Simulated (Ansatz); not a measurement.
Input file:

```yaml
crystal:
  periodic: [false, false, false]
  atoms:
    - {symbol: Si, position_ang: [0.000000, 0.000000, 3.091033]}
    - {symbol: Al, position_ang: [0.000000, 0.000000, -1.122457]}
    - {symbol: H, position_ang: [0.000000, 0.000000, -1.968577]}
basis:
  gaussian: {orbitals: 6-31G}
magnetization: {spin_polarized: true, initial_magnetization: 2}
hamiltonian: {pseudopotentials: {relativity: scalar}}
correlation: {method: ccsdt_q, electrons: outside_noble_gas}
scf: {lower_state_search: light}
```

```sh
$ ansatz run in.yaml --threads 1 --pin off --events-out ev --progress --plain --max-ram 2393MiB
```

(1) What does the program do with this input?

## Answers

(1) Converged. The input was made wrong on purpose (coordinates in the wrong unit), so the run isn't a sound calculation of what was asked.
```
534 factors; integrals over basis functions are off by at most 1.6e-7 eV
mean field evaluation 1: about -14467.7559 eV, gradient 7.1e0 eV
mean field evaluation 2: about -14467.7636 eV, gradient 7.1e0 eV
mean field evaluation 4: about -14468.8909 eV, gradient 7.6e-1 eV
mean field evaluation 8: about -14468.9154 eV, gradient 3.9e-3 eV
mean field evaluation 16: about -14468.9538 eV, gradient 2.0e-2 eV
mean field evaluation 32: about -14468.9154 eV, gradient 1.1e-3 eV
mean field evaluation 64: about -14468.9071 eV, gradient 1.2e0 eV
mean field evaluation 96: about -14468.9517 eV, gradient 1.2e-1 eV
mean field evaluation 128: about -14468.8091 eV, gradient 4.5e-1 eV
mean field evaluation 160: about -14468.9538 eV, gradient 4.4e-6 eV
...
cycle  20  -1.84488586 eV  change    2.0e-6 eV  update   1.1e-5
cycle  21  -1.84487925 eV  change    6.6e-6 eV  update   7.1e-6
cycle  22  -1.84487627 eV  change    3.0e-6 eV  update   4.7e-6
cycle  23  -1.84487693 eV  change   -6.6e-7 eV  update   3.7e-6
cycle  24  -1.84487887 eV  change   -1.9e-6 eV  update   3.3e-6
cycle  25  -1.84487995 eV  change   -1.1e-6 eV  update   2.8e-6
cycle  26  -1.84488005 eV  change   -1.0e-7 eV  update   2.5e-6
cycle  27  -1.84487938 eV  change    6.7e-7 eV  update   2.1e-6
cycle  28  -1.84487924 eV  change    1.4e-7 eV  update   1.2e-6
cycle  29  -1.84487960 eV  change   -3.6e-7 eV  update   6.3e-7
perturbative correction -0.00159548 eV, -0.0000586327 hartree
Total energy: -14470.76182565 eV, -531.7906884580 hartree
Relativity: scalar
```
